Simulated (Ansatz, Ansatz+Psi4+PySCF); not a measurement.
| atom | x (Å) | y (Å) | z (Å) |
| --- | --- | --- | --- |
| V | 0.0000 | 0.0000 | 0.8880 |
| F | 0.0000 | 0.0000 | -0.8880 |

Basis set: cc-pVTZ (spherical functions). Frozen core: 6 orbitals. Charge 0, multiplicity 5.

Computed with Ansatz (development build ahead of 0.2.0); the reference of a correlated method needn't be the lowest determinant of its kind.

(1) Give the atomization energy at this shape (free ground-state atoms in the same class of orbitals less the molecule, no zero-point energy) of quintet VF by UHF-CCSD(T), UHF-CCSD.

Results:

(1)

```json
{"method": "UHF-CCSD(T)", "atomization energy": "526.8 kJ/mol"}
{"method": "UHF-CCSD", "atomization energy": "513.5 kJ/mol"}
```

Caution: the reference determinant was not shown to be the lowest.
